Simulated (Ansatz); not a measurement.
# B₂Si (triplet): the correlation ladder, cc-pVTZ

The task here is to estimate one member of a computed series from the others.

Method: cc-pVTZ, core rule «outside noble gas», up to 7 orbitals frozen; program: Ansatz 0.2.0, Gaussian basis.

The runs, in order: UHF; CCSD(T) on ROHF; CCSD(T) on UHF; BCCD(T) on ROHF; CCSDT(Q) on ROHF; CCSDT(Q) on UHF; CASSCF and NEVPT2, 10 electrons in 12 orbitals.

8 further runs of the same task are left out: 2 for a known fault of the program, 6 set aside as unsound or not needed.

### What is computed

The geometry is a PBE0/def2-TZVP stationary point (not a proven minimum).

3 atoms, charge 0, spin multiplicity 3.

Atoms are counted from 1 here; the program's logs count them from 0.

Bond lengths: B1–B2 1.543 Å, B2–Si3 1.871 Å. Angles: B1–B2–Si3 180.0°.

Set-up of the first run:

Input file in.yaml:

```yaml
crystal:
  periodic: [false, false, false]
  atoms:
    - {symbol: B, position_ang: [0.000000, 0.000000, -1.652467]}
    - {symbol: B, position_ang: [0.000000, 0.000000, -0.109467]}
    - {symbol: Si, position_ang: [0.000000, 0.000000, 1.761933]}
basis:
  gaussian: {orbitals: cc-pVTZ}
magnetization: {spin_polarized: true, initial_magnetization: 2}
hamiltonian: {xc: hf}
output: {orbitals: {seedname: orbitals}}
```

Launch:

```console
$ ansatz run in.yaml --threads 1 --pin off --events-out ev --progress --plain --max-ram 4096MiB --backend cpu
```

Steps of the session up to this table: UHF; CCSD(T) on ROHF; CCSD(T) on UHF; BCCD(T) on ROHF; CCSDT(Q) on ROHF; CCSDT(Q) on UHF; CASSCF and NEVPT2, 10 electrons in 12 orbitals.

One of the session's tables, all rows but one given; the rest of the session is left out.

It belongs to the step «Misses and costs». 

| method | from RCCSDT(Q) (meV) |
| --- | --- |
| ROHF | +7978.6 |
| UHF | +7255.2 |
| RMP2 | +1727.1 |
| UMP2 | +1894.8 |
| RCCSD | +727.2 |
| UCCSD | ? |
| RCCSD(T) | +166.2 |
| UCCSD(T) | +224.2 |
| BCCD(T) | +165.3 |
| RCCSDT | +75.3 |
| UCCSDT | +70.4 |
| RCCSDT(Q) | 0 |
| UCCSDT(Q) | -12.2 |
| CASSCF valence | +4442.9 |
| NEVPT2 valence | +1016.1 |

**Question.** Estimate the row for UCCSD.

The run gave: from RCCSDT(Q) (meV): +683.6. In the column «from RCCSDT(Q) (meV)» it lies between UCCSD(T) (+224.2) and RCCSD (+727.2).

To keep in mind: The determinant is far from a pure spin state, so its energy mixes those of several spin states (harmless only where they are near-degenerate, as at dissociation). Warnings: spin contamination; coupled cluster took another determinant than the lowest; large T1 diagnostic. Restricted and unrestricted rows rest on different reference determinants; where their highest levels disagree by more than a few hundredths of an eV, they describe different states and don't form one ladder.
